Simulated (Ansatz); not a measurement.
**Born effective charge (magnitude) of some rock-salt solids**

Method: LDA in Ansatz (PAW). References are measured values at room or unstated temperature, uncorrected, so that the deviations hold thermal and zero-point effects besides the level's error.

Values in e.

| solid | reference | LDA | deviation (%) |
|---|---|---|---|
| rock-salt BaO | 2.69 (2.69–2.97) | 2.80 | +4.1 |
| rock-salt SrO | 2.47 (2.34–2.47) | 2.47 | 0.0 |
| rock-salt CaO | 2.26 | 2.37 | +4.9 |
| rock-salt NaF | 1.02 | 1.00 | -2.0 |
| rock-salt LiF | 1.04† | 1.04 | 0.0 |
| rock-salt NaCl | 1.1 | 1.07 | -2.7 |
| rock-salt LiCl | 1.23† | 1.16 | -5.7 |
| rock-salt MgO | 1.96 (1.96–2.02) | 1.97 | +0.5 |

Over these 8 solids the mean deviation is -0.1 %, the mean absolute deviation 2.5 % (median 2.3 %), and the worst case rock-salt LiCl at -5.7 % (its reference is marked and can be at fault), while the 6 unmarked rows have a mean absolute deviation of 2.4 %; the value is above the reference in 3 of 8 cases.

Spin–orbit coupling is left out, also for the solids with elements from indium on (rock-salt BaO); its size isn't shown.

† marks references with one source in our tables, § those from which another value on file, of any temperature, differs by over 15 %.

Brackets give the range of our sources, which can hold other temperatures.

Differences are worked out from the printed values.

Each level is taken at its own relaxed cell. Ansatz's density-functional and Hartree–Fock values are scalar-relativistic unless marked +SOC, with PAW data made under PBE.

Not in this set, of the rock-salt solids with a reference value in our tables and a result at some level: 1 for sources at odds (rock-salt LiH). These can be a level's worst cases. Values held back for tests aren't counted. Layered and molecular crystals are counted apart.

References as tabulated in Posternak et al. (1997), arXiv:cond-mat/9702086; arXiv:2311.05107; Shukla (2000), arXiv:cond-mat/0002285.

Ansatz is a quantum-chemistry and plane-wave program.
